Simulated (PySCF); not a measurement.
Energy landscape of CH2, triplet: symmetric bend, bond length relaxed. Scanned: H-C-H angle. Other coordinates (C-H bond length) were minimised at PBE0/def2-TZVP.

The free coordinates were minimised at PBE0/def2-TZVP in PySCF; the energy column is CCSD(T) on UHF/cc-pVTZ, 1 core orbital frozen in PySCF, in mEh.

| a / ° | C-H bond length / Å | E |
|---|---|---|
| 180 | 1.068 | 9.4 |
| 172 | 1.068 | 8.7 |
| 164 | 1.070 | 7.0 |
| 156 | 1.072 | 4.6 |
| 148 | 1.074 | 2.2 |
| 140 | 1.077 | 0.5 |
| 132 | 1.080 | 0.0 |
| 124 | 1.083 | 1.3 |
| 116 | 1.086 | 4.6 |
| 108 | 1.090 | 10.5 |
| 100 | 1.094 | 19.2 |
| 92 | 1.099 | 30.9 |
| 84 | 1.104 | 46.0 |
| 76 | 1.110 | 64.8 |
| 68 | 1.118 | 87.5 |

The scan ran from 180.0 to 60.0; beyond the range shown the relaxed coordinates jump or full CI changes its symmetry label.
